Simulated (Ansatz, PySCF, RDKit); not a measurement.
Pair of molecules: H2O (SMILES O) (first 3 atoms) with H2O (SMILES O); geometry from S22 set.
(charge 0, multiplicity 1):
```xyz
6

O     -1.551    -0.115     0.000
H     -1.934     0.763     0.000
H     -0.600     0.041     0.000
O      1.351     0.111     0.000
H      1.680    -0.374    -0.759
H      1.680    -0.374     0.759
```

Interaction energies are E(AB) − E(A) − E(B) at the monomers' geometry in the complex; basis-set methods are counterpoise corrected.

The values were computed with Ansatz (a quantum-chemistry and plane-wave program); PySCF for the dispersion terms; RDKit for the force fields. Values without a source in brackets are computed.

**Question.** One of these levels gives -3.55 kcal/mol for the interaction energy. Which one is it?
A. BLYP-D3(BJ)/def2-TZVPPD
B. MMFF94
C. HF/aug-cc-pVTZ
D. revPBE-D3(BJ)/def2-TZVPPD

**Answer.** C, HF/aug-cc-pVTZ. The others give -5.56 (MMFF94), -4.76 (BLYP-D3(BJ)/def2-TZVPPD), -4.32 (revPBE-D3(BJ)/def2-TZVPPD)
